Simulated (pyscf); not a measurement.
Thermochemistry of product channels of `[NH3]` + `[F]` [doublet] on the doublet surface, in kJ/mol, from CCSD(T)/def2-TZVPP + ΔMP2(QZVPP) energies (ideal gas, 1 atm, RRHO with modes under 100 cm⁻¹ raised to 100, one conformer, R ln 2 for rigid chiral ones). Single points on ωB97X-D3(BJ)/def2-SVP structures (PySCF, gas phase). MP2 and CC: frozen core, UHF for open shells. ΔMP2 is the change of the MP2 total energy from the triple- to the quadruple-zeta basis.

| products | ΔE | ΔH(298 K) | ΔG(600 K) | ΔG(900 K) |
|---|---|---|---|---|
| `[NH2]` [doublet] + `[FH]` | -107.7 | -120.9 | -136.3 | -144.6 |
| `[NH]` [triplet] + `[FH]` + `[H]` [doublet] | +303.9 | +265.1 | +187.3 | +144.7 |

These are energies of the channels, which say nothing of barriers. The CCSD(T) − MP2 part came from Ansatz, without density fitting, on the same reference. Left out: orbital degeneracy and the spin-orbit lowering of F.
